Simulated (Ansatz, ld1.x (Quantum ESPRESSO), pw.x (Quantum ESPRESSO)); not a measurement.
**iron (Fe): does the PAW potential hold in the solid?**

ld1.x (Quantum ESPRESSO) 7.5 input, shortened:

```
&input
   title='Fe', zed=26., rel=1, dft='PBESOL', iswitch=3,
   config='[Ar] 3d6 4s2 4p0'
 /
 &inputp
   pseudotype=3, lpaw=.true., tm=.true., lloc=-1, rcloc=1.65,
   nlcc=.true., new_core_ps=.true.,
   which_augfun='BESSEL', rmatch_augfun=0.75
 /
6
3S  1  0   2.00   0.00  1.10  1.40  0.0
4S  2  0   2.00   0.00  1.10  1.40  0.0
3P  2  1   6.00   0.00  1.50  1.70  0.0
4P  3  1   0.00   0.00  1.50  1.70  0.0
3D  3  2   6.00   0.00  1.65  2.05  0.0
3D  3  2   0.00  -0.15  1.65  2.05  0.0
 &test
   configts(1)='3s2 3p6 3d6 4s2 4p0'
 /
```

Atomic tests: cutoffs needed: 45 Ry and 60 Ry (the cutoffs (Ry, on a coarse ladder) from which the occupation-weighted sum of valence levels, in a spherical-Bessel basis at the reference potential, stays within 10 and 1 mRy of its value at 400 Ry); ghost test: no extra level below or beside the all-electron valence levels (s, p, d, f tested) (spherical-Bessel basis up to 400 Ry, 20 bohr box); configuration tests: test run stopped at test 4 of 7 (negative rho), 1 before it not solved.

Crystal test: bcc Fe in pw.x 7.5, no spin, 17³ k-points, Fermi–Dirac smearing 0.01 Ry, cutoffs 75/600 Ry. The lattice is a test structure that the element need not adopt, and mesh and smearing are coarse. Spin polarisation and strong correlation are left out, which matters for this element.

pw.x input:

```
&control
  calculation='scf', prefix='x', pseudo_dir='./', outdir='./tmp', tstress=.true., disk_io='low'
/
&system
  ibrav=0, nat=1, ntyp=1, ecutwfc=75, ecutrho=600, nbnd=16,
  occupations='smearing', smearing='fd', degauss=0.01
/
&electrons
  conv_thr=1e-09, mixing_beta=0.4, electron_maxstep=70
/
ATOMIC_SPECIES
Fe 1.0 Fe.UPF
CELL_PARAMETERS angstrom
  -1.36364758 1.36364758 1.36364758
  1.36364758 -1.36364758 1.36364758
  1.36364758 1.36364758 -1.36364758
ATOMIC_POSITIONS crystal
Fe 0.0000 0.0000 0.0000
K_POINTS automatic
17 17 17 0 0 0
```

```bash
pw.x < Fe.scf.in > Fe.scf.out
```

How does the run end?

Failed: no self-consistency to 1e-9 Ry within 70 iterations. Atomic configuration tests: test run stopped at test 4 of 7 (negative rho), 1 before it not solved. The log shows:

```
     lattice parameter (alat)  =       4.4634  a.u.
     unit-cell volume          =      68.4484 (a.u.)^3
     number of electrons       =        16.00
     number of Kohn-Sham states=           16
     kinetic-energy cutoff     =      75.0000  Ry
     charge density cutoff     =     600.0000  Ry
     scf convergence threshold =      1.0E-09
     Exchange-correlation= SLA  PW   PSX  PSC
     number of k points=   165  Fermi-Dirac smearing, width (Ry)=  0.0100
     iteration #  1     ecut=    75.00 Ry     beta= 0.40
     total energy              =    -326.90399633 Ry
     estimated scf accuracy    <       0.46522188 Ry
     iteration #  2     ecut=    75.00 Ry     beta= 0.40
     total energy              =    -326.92697054 Ry
     estimated scf accuracy    <       0.06407518 Ry
     iteration #  3     ecut=    75.00 Ry     beta= 0.40
     total energy              =    -326.93164450 Ry
     estimated scf accuracy    <       0.12507842 Ry
     iteration #  4     ecut=    75.00 Ry     beta= 0.40
     total energy              =    -326.93830934 Ry
     estimated scf accuracy    <       0.42679378 Ry
     [... 62 iterations left out ...]
     iteration # 67     ecut=    75.00 Ry     beta= 0.40
     negative rho (up, down):  1.680E-01 0.000E+00
     total energy              =    -326.92192071 Ry
     estimated scf accuracy    <       1.03556237 Ry
     iteration # 68     ecut=    75.00 Ry     beta= 0.40
     negative rho (up, down):  1.636E-01 0.000E+00
     total energy              =    -327.01386757 Ry
     estimated scf accuracy    <       3.39755035 Ry
     iteration # 69     ecut=    75.00 Ry     beta= 0.40
     negative rho (up, down):  1.700E-01 0.000E+00
     total energy              =    -326.77738718 Ry
     estimated scf accuracy    <       5.29102525 Ry
     iteration # 70     ecut=    75.00 Ry     beta= 0.40
     negative rho (up, down):  1.721E-01 0.000E+00
     total energy              =    -326.75341366 Ry
     estimated scf accuracy    <       2.97928022 Ry
     convergence NOT achieved after  70 iterations: stopping
```
